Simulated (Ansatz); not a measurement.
# A relaxation, step by step

LiSiNH$_{4}$, singlet, PBE0-D4/def2-SVPD (Ansatz 0.2.0). Settings:

```yaml
hamiltonian: {xc: pbe0, dispersion: d4}
relax: {f_tol: 0.01, max_steps: 30, max_displacement: 0.05}
```

Start:

```
atom    x (Å)    y (Å)    z (Å)
 Li1  -1.7934  -1.2162   0.7777
  N2  -0.5438  -0.8508  -0.0347
 Si3   0.3761   0.5975  -0.0750
  H4  -0.1531  -1.3068  -0.8836
  H5   0.5322   1.2249  -1.3003
  H6  -0.0656   1.3899   0.9230
  H7   1.7931   0.2608   0.1939
```

```
step  energy less the last (meV)  largest force component (eV/Å)
   1                      1040.5                           3.491
   2                       463.6                           1.777
   3                       186.5                           0.719
   4                        97.7                           0.313
   5                        72.8                           0.146
   6                        60.6                           0.065
   7                        54.4                           0.063
   8                        49.6                           0.060
   9                        45.3                           0.047
  10                        41.9                           0.074
  11                        37.8                           0.043
  12                        34.0                           0.041
  13                        30.1                           0.043
  14                        25.9                           0.054
  15                        21.3                           0.056
  16                        16.4                           0.058
  17                        11.3                           0.057
  18                         6.4                           0.046
  19                         2.7                           0.044
  20                         0.7                           0.047
  21                         0.4                           0.032
  22                         0.0                           0.017
  23                         0.0                           0.010
  24                         0.0                           0.003
```

Step 9, positions (Å) and forces (eV/Å):

```tsv
atom	x	y	z	Fx	Fy	Fz
Li1	-1.848	-1.062	0.904	0.015	0.047	0.014
N2	-0.501	-0.902	-0.209	0.031	-0.001	-0.024
Si3	0.453	0.514	-0.108	-0.022	0.000	0.021
H4	-0.197	-1.556	-0.925	0.007	-0.010	-0.011
H5	0.489	1.403	-1.328	0.001	-0.011	0.001
H6	-0.152	1.363	0.990	-0.024	-0.020	0.010
H7	1.902	0.339	0.277	-0.007	-0.007	-0.010
```

Step 20, positions (Å) and forces (eV/Å):

| atom | x | y | z | Fx | Fy | Fz |
| --- | --- | --- | --- | --- | --- | --- |
| Li1 | -1.596 | -0.598 | 0.973 | -0.007 | 0.011 | 0.013 |
| N2 | -0.457 | -1.002 | -0.311 | 0.014 | 0.033 | 0.008 |
| Si3 | 0.435 | 0.432 | -0.147 | 0.043 | 0.047 | -0.003 |
| H4 | -0.191 | -1.688 | -1.006 | -0.001 | -0.008 | -0.004 |
| H5 | 0.439 | 1.455 | -1.253 | -0.017 | -0.016 | -0.009 |
| H6 | -0.344 | 1.111 | 1.001 | -0.027 | -0.044 | -0.007 |
| H7 | 1.859 | 0.389 | 0.343 | -0.006 | -0.023 | 0.002 |

Step 23, positions (Å) and forces (eV/Å):

```
atom       x       y       z      Fx      Fy      Fz
 Li1  -1.587  -0.583   0.975   0.003  -0.001  -0.003
  N2  -0.453  -1.001  -0.313  -0.008   0.005   0.010
 Si3   0.438   0.432  -0.149   0.002   0.005   0.002
  H4  -0.192  -1.690  -1.006   0.003  -0.008  -0.008
  H5   0.435   1.456  -1.253   0.000   0.000   0.000
  H6  -0.354   1.097   1.000   0.000   0.000   0.000
  H7   1.859   0.387   0.347   0.000   0.000   0.000
```

Last step (24):

Li1  (-1.587, -0.583, 0.975)
N2  (-0.454, -1.001, -0.313)
Si3  (0.438, 0.432, -0.148)
H4  (-0.192, -1.690, -1.006)
H5  (0.435, 1.456, -1.253)
H6  (-0.354, 1.097, 1.000)
H7  (1.859, 0.387, 0.347)
(Å)

The run took about 36 s on 2 CPU threads of an Arm Neoverse V2 (shared host).
